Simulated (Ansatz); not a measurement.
`[Mg][Cl]` radical, relaxed with UKS PBE-D4/def2-SVP in Ansatz from a rough embedded geometry. The force threshold is 0.03 eV/Å; the program also tests the step.

The species carries charge 0 and has multiplicity 2.

Start:

```xyz
2

Mg   -0.006    0.915   -0.805
Cl    0.006   -0.915    0.805
```

```tsv
step	energy (eV)	largest force (eV/Å)	largest move (Å)
1	-17953.7899	1.217	0.000
2	-17953.9479	0.112	0.091
3	-17953.9487	0.011	0.007
```

End:

```xyz
2

Mg   -0.006    0.842   -0.740
Cl    0.006   -0.842    0.740
```

It took 1.5 s on 2 threads of a server CPU on a shared host, with 0.12 GiB of host memory at the peak.
